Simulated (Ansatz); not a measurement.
Results of PBE0 (PAW; Ansatz, a program for electronic structure) for rock-salt SnTe (cubic form, which distorts at low temperature).

Numerical settings: plane-wave cutoff 460 eV, 8×8×8 k mesh, Fermi–Dirac smearing 0.01 eV, scalar-relativistic PAW data made under PBE.

The cell has the measured lattice: a = b = c = 6.316 Å, α = β = γ = 90.00°.

Problem. Give the computed band gap and Γ–Γ gap.

Solution. 
band gap: 0.62 eV (on the SCF k mesh)
Γ–Γ gap: 7.10 eV

Measured, for comparison: band gap 0.3 eV (4 K, zero-point motion not removed, bulk gap, ARPES or transport; rounded; as tabulated in Ando (2013), arXiv:1304.5693).

Note: symmetry holds this phase in the static calculation, where it need not be a minimum; cell and atoms aren't relaxed at this level (pressure 1.1 GPa).

Spin–orbit coupling is not included; with these elements it can move the gap by several tenths of an eV or more.

Computed values are for the static lattice.

It cost around 5 core-minutes (rough) of CPU time.
